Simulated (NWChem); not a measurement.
**One shape, several levels: C2H3N (SMILES C#CN)**

Aim: a comparison of 3 runs (HF/def2-SVP, PBE0/def2-SVP, M06-2X/pcseg-1) of C2H3N. 

The results are computed with NWChem 7.3.0.

## Step 1: Starting point

C2H3N: 6 atoms, total charge 0, spin state singlet. As SMILES, `C#CN`. The coordinates come from a PBE0-D4/def2-TZVP relaxation.

Bond lengths: C1–C2 1.202 Å, C2–N3 1.344 Å, C1–H4 1.063 Å, N3–H5 1.009 Å, N3–H6 1.009 Å. Angles: C1–C2–N3 177.2°, C2–C1–H4 179.7°, C2–N3–H5 115.0°, C2–N3–H6 115.0°, H5–N3–H6 112.2°.

## Step 2: Energy and forces at HF/def2-SVP (run 1)

struct.nw reads:

```
start struct
memory 2200 mb

geometry units au noautosym nocenter noautoz
 C  -2.20852292 -0.90272217 -1.33603637
 C  -0.34600885 -0.28912810 -0.19029542
 N   1.74535105  0.27835666  1.13307978
 H  -3.85579718 -1.43694775 -2.35233108
 H   3.26582469  0.73793805  0.07861261
 H   1.47871069  1.49137186  2.57966513
end

basis spherical bse
 * library def2-SVP
end

scf
 thresh 1e-08
 maxiter 80
end

task scf gradient
```

The run is started by

```console
nwchem struct.nw > struct.out
```

The log of the run:

```text
[...]
  functions       =    57
[...]
  wavefunction    = RHF
[...]
         Total SCF energy =   -131.753657871488
      One-electron energy =   -295.559260820440
      Two-electron energy =    104.122174421321
 Nuclear repulsion energy =     59.683428527631
        Time for solution =      1.9s
[...]
                         RHF ENERGY GRADIENTS
    atom               coordinates                        gradient
                 x          y          z           x          y          z
   1 C      -2.208523  -0.902722  -1.336036   -0.017523  -0.006987  -0.010397
   2 C      -0.346009  -0.289128  -0.190295    0.021603   0.009168   0.012663
   3 N       1.745351   0.278357   1.133080   -0.009597  -0.008592  -0.004291
   4 H      -3.855797  -1.436948  -2.352331    0.000754   0.000215   0.000467
   5 H       3.265825   0.737938   0.078613    0.005704   0.001693  -0.003874
   6 H       1.478711   1.491372   2.579665   -0.000941   0.004504   0.005432
[...]
```

Wall time 3.3 s (1 thread of AMD EPYC 9R14 (Zen 4), shared host); peak memory 0.1 GiB.

## Step 3: Energy and forces at PBE0/def2-SVP (run 2)

run.py reads:

```python
from ase import Atoms
from ase.calculators.nwchem import NWChem

system = Atoms(['C', 'C', 'N', 'H', 'H', 'H'], positions=[
    [-1.168700, -0.477700, -0.707000],
    [-0.183100, -0.153000, -0.100700],
    [0.923600, 0.147300, 0.599600],
    [-2.040400, -0.760400, -1.244800],
    [1.728200, 0.390500, 0.041600],
    [0.782500, 0.789200, 1.365100],
])

calc = NWChem(
    label='c2h3n',
    theory='dft',
    memory='2200 mb',
    basis='def2-SVP',
    basispar='spherical bse',
    dft={'xc': 'pbe0', 'mult': '1', 'grid': 'xfine', 'convergence': 'energy 1e-08', 'iterations': '100', 'mulliken': None, 'print': 'low'},
)
system.calc = calc

forces = system.get_forces()
print(f"energy = {system.get_potential_energy():.6f} eV")
print("forces (eV/A):")
for s, f in zip(system.symbols, forces):
    print(f"{s:2s} {f[0]:10.5f} {f[1]:10.5f} {f[2]:10.5f}")
```

The run is started by

```console
export ASE_NWCHEM_COMMAND="nwchem PREFIX.nwi > PREFIX.nwo"
python run.py
```

The log of the run:

```text
energy = -3603.526808 eV
forces (eV/A):
C    -0.73138   -0.21129   -0.45946
C     0.95758    0.24868    0.60956
N    -0.11359   -0.16764   -0.02957
H    -0.33738   -0.11071   -0.20744
H     0.23844    0.06762   -0.13277
H    -0.01368    0.17340    0.21968
```

The calculator wrote c2h3n.nwi:

```
title "c2h3n"

permanent_dir c2h3n

scratch_dir c2h3n

start c2h3n

geometry units angstrom nocenter noautosym noautoz
  C  -1.1687000000000001e+00 -4.7770000000000001e-01 -7.0699999999999996e-01
  C  -1.8310000000000001e-01 -1.5300000000000000e-01 -1.0070000000000000e-01
  N  9.2359999999999998e-01 1.4729999999999999e-01 5.9960000000000002e-01
  H  -2.0404000000000000e+00 -7.6039999999999996e-01 -1.2447999999999999e+00
  H  1.7282000000000000e+00 3.9050000000000001e-01 4.1599999999999998e-02
  H  7.8249999999999997e-01 7.8920000000000001e-01 1.3651000000000000e+00
end

memory 2200 mb

basis spherical bse noprint
   * library def2-SVP
end

dft
  xc pbe0
  mult 1
  grid xfine
  convergence energy 1e-08
  iterations 100
  mulliken
  print low
end

task dft gradient
```

c2h3n.nwo, shortened:

```text
[...]
         Total DFT energy =     -132.427168727652
      One electron energy =     -295.944555535375
           Coulomb energy =      122.489205969743
    Exchange-Corr. energy =      -18.655251956825
 Nuclear repulsion energy =       59.683432794805
[... 18 lines left out ...]
     -------------------------------------------
      Total Density - Lowdin Population Analysis
[...]
                         DFT ENERGY GRADIENTS
    atom               coordinates                        gradient
                 x          y          z           x          y          z
   1 C      -2.208523  -0.902722  -1.336036    0.014223   0.004109   0.008935
   2 C      -0.346009  -0.289128  -0.190295   -0.018622  -0.004836  -0.011854
   3 N       1.745351   0.278357   1.133080    0.002209   0.003260   0.000575
   4 H      -3.855797  -1.436948  -2.352331    0.006561   0.002153   0.004034
   5 H       3.265824   0.737938   0.078613   -0.004637  -0.001315   0.002582
   6 H       1.478711   1.491372   2.579665    0.000266  -0.003372  -0.004272
 Task  times  cpu:        7.9s     wall:        7.9s
 Total times  cpu:        7.9s     wall:        7.9s
```

It took 9.3 s on 1 thread of AMD EPYC 9R14 (Zen 4), shared host; peak memory 0.13 GiB.

## Step 4: Energy and forces at M06-2X/pcseg-1 (run 3)

m1.nw reads:

```
echo
START m1
TITLE "C2H3N"
memory 2200 mb

GEOMETRY units bohr noautosym nocenter noautoz
 C  -2.20852292 -0.90272217 -1.33603637
 C  -0.34600885 -0.28912810 -0.19029542
 N   1.74535105  0.27835666  1.13307978
 H  -3.85579718 -1.43694775 -2.35233108
 H   3.26582469  0.73793805  0.07861261
 H   1.47871069  1.49137186  2.57966513
END

BASIS spherical bse
 * library pcseg-1
END

DFT
 xc m06-2x
 grid xfine
 convergence energy 1e-08
 maxiter 100
 mulliken
END

TASK dft gradient
```

The run is started by

```console
nwchem m1.nw > m1.out
```

The log of the run:

```text
[...]
          Wavefunction type:  closed shell.
          No. of atoms     :     6
          No. of electrons :    22
[...]
          Charge           :     0
          Spin multiplicity:     1
[...]
          AO basis - number of functions:    57
[...]
              XC Information
              --------------
                       M06-2X Method XC Functional
                     Hartree-Fock (Exact) Exchange  0.540
                        M06-2X Exchange Functional  1.000
                      M06-2X Correlation Potential  1.000
[...]
 d= 0,ls=0.0,diis     1   -132.5667380137 -1.92D+02  9.95D-03  2.42D-01     1.4
[...]
 d= 0,ls=0.0,diis    10   -132.6018318355 -2.13D-09  1.25D-06  6.93D-09    11.4
         Total DFT energy =     -132.601831835494
      One electron energy =     -295.917002038462
           Coulomb energy =      122.395166854869
    Exchange-Corr. energy =      -18.763425179533
 Nuclear repulsion energy =       59.683428527631
[...]
      Total Density - Mulliken Population Analysis
     ---------------------------------------------
    Atom       Charge   Shell Charges
 -----------   ------   -------------------------------------------------------
    1 C    6     6.15   2.00  0.71  0.57  2.08  0.77  0.02
    2 C    6     5.87   2.00  0.74  0.36  2.07  0.65  0.05
    3 N    7     7.48   2.00  0.80  0.66  2.54  1.45  0.02
    4 H    1     0.92   0.75  0.15  0.02
    5 H    1     0.79   0.72  0.04  0.04
    6 H    1     0.79   0.72  0.04  0.04
[...]
  wavefunction    = closed shell
                         DFT ENERGY GRADIENTS
    atom               coordinates                        gradient
                 x          y          z           x          y          z
   1 C      -2.208523  -0.902722  -1.336036    0.003645   0.000767   0.002384
   2 C      -0.346009  -0.289128  -0.190295   -0.000176  -0.000153  -0.000084
   3 N       1.745351   0.278357   1.133080   -0.005246   0.002265  -0.004452
   4 H      -3.855797  -1.436948  -2.352331    0.004191   0.001427   0.002560
   5 H       3.265825   0.737938   0.078613   -0.003368  -0.001247   0.002816
   6 H       1.478711   1.491372   2.579665    0.000953  -0.003059  -0.003223
[...]
```

Wall time 15 s (1 thread of AMD EPYC 9R14 (Zen 4), shared host); peak memory 0.13 GiB.

## Step 5: Overview of the runs

| run | level | iteration cap | module | energy (Eh) | dipole moment (D) | HOMO energy (eV) | LUMO energy (eV) | wall time |
| --- | --- | --- | --- | --- | --- | --- | --- | --- |
| 1 | HF/def2-SVP | 80 | scf | -131.753658 | 1.84 | -9.33 | 4.63 | 3.3 s |
| 2 | PBE0/def2-SVP | 100 | dft | -132.427169 | – | – | – | 9.3 s |
| 3 | M06-2X/pcseg-1 | 100 | dft | -132.601832 | 1.86 | -7.74 | 1.71 | 15 s |

## Step 6: What came out

| quantity | value |
| --- | --- |
| run 3: total energy | -132.60183 Eh |
| run 3: dipole moment | 1.86 D |
| run 3: HOMO energy | -7.74 eV |
| run 3: LUMO energy | 1.71 eV |
| run 3: HOMO–LUMO gap | 9.45 eV |
| run 3: largest force on an atom | 0.372 eV/Å |

Totals of different functionals can't be ranked against each other. All runs together took 28 s, the longest 15 s.
